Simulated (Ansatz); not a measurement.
# Worked example: correlation energy of AlGe, quartet

Geometry: a PBE0/def2-TZVP stationary point for this spin.

```xyz
2

Ge    0.0000    0.0000    0.0000
Al    0.0000    0.0000    2.4669
```

Basis cc-pVDZ; Ansatz 0.2.0. Correlated methods freeze the noble-gas cores and the filled d shells of p-block atoms, which leaves 7 electrons in 26 orbitals. R marks a restricted (for open shells ROHF) determinant. No spin–orbit coupling is included, and no scalar relativity.

Full CI is exact within this basis and frozen core; it isn't the basis-set limit.

Runs differ by some tens of microhartree through their thresholds and, for an open shell, their frozen cores, so steps under 0.03 kcal/mol mean nothing.

```
    level  total energy (hartree)
      RHF            -2317.217841
     RMP2            -2317.314330
    RCCSD            -2317.341333
 RCCSD(T)            -2317.346550
   RCCSDT            -2317.348014
RCCSDT(Q)            -2317.348368
  full CI            -2317.348422
```

Question: What is the correlation energy at full CI, and what share of it do RMP2 and RCCSD recover?

Answer: E(corr) = -2317.348422 − (-2317.217841) = -0.130581 hartree = -3.553 eV. RMP2: -0.096489 / -0.130581 = 73.89 %. RCCSD: -0.123492 / -0.130581 = 94.57 %.

Question: By how many kcal/mol does RCCSD(T) miss full CI (1 hartree = 627.509 kcal/mol), and which steps make up the rest?

Answer: -2317.346550 − (-2317.348422) = 0.001872 hartree = 1.17 kcal/mol. Steps: RCCSDT − RCCSD(T) = -0.92, RCCSDT(Q) − RCCSDT = -0.22, full CI − RCCSDT(Q) = -0.03 kcal/mol. Differences between like states or geometries often cancel part of this.
